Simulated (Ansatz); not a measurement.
Results of RPBE in Ansatz (plane waves, PAW) for rock-salt ZrC.

Settings: plane-wave cutoff 520 eV, 24×24×24 k mesh, Fermi–Dirac smearing 0.057 eV (set by the program), scalar-relativistic PAW data made under PBE.

Computed at the level's own relaxed cell.

Elastic tensor (GPa, Voigt notation, ions relaxed):

```
  435.4   101.4   101.4     0.0     0.0     0.0
  101.4   435.4   101.4     0.0     0.0     0.0
  101.4   101.4   435.4     0.0     0.0     0.0
    0.0     0.0     0.0   150.2     0.0     0.0
    0.0     0.0     0.0     0.0   150.2     0.0
    0.0     0.0     0.0     0.0     0.0   150.2
```

### Question
Work out the Voigt, Reuss and Hill averages of the bulk and shear moduli, Young's modulus and Poisson's ratio from the printed constants.

### Answer
K_V = [C11 + C22 + C33 + 2(C12 + C13 + C23)]/9 = [1306.2 + 2 × 304.2]/9 = 212.7 GPa. G_V = [1306.2 − 304.2 + 3 × 450.6]/15 = 156.9 GPa. From the compliances S = C⁻¹, K_R = 212.7 and G_R = 156.5 GPa. Hill means: K = 212.7, G = 156.7 GPa. E = 9KG/(3K + G) = 377 GPa, ν = (3K − 2G)/(6K + 2G) = 0.20, K/G = 1.36.

Measured, for comparison: elastic constant C11 470 GPa, elastic constant C12 100 GPa, elastic constant C44 160 GPa (temperature not stated, no zero-point or thermal correction; as tabulated in Wu et al. (2005), arXiv:cond-mat/0412374). Computed (rounded) less measured: elastic constant C11 -7 %, elastic constant C12 +1 %, elastic constant C44 -6 %.

Computed values are for the static lattice.

Ansatz is a first-principles code.
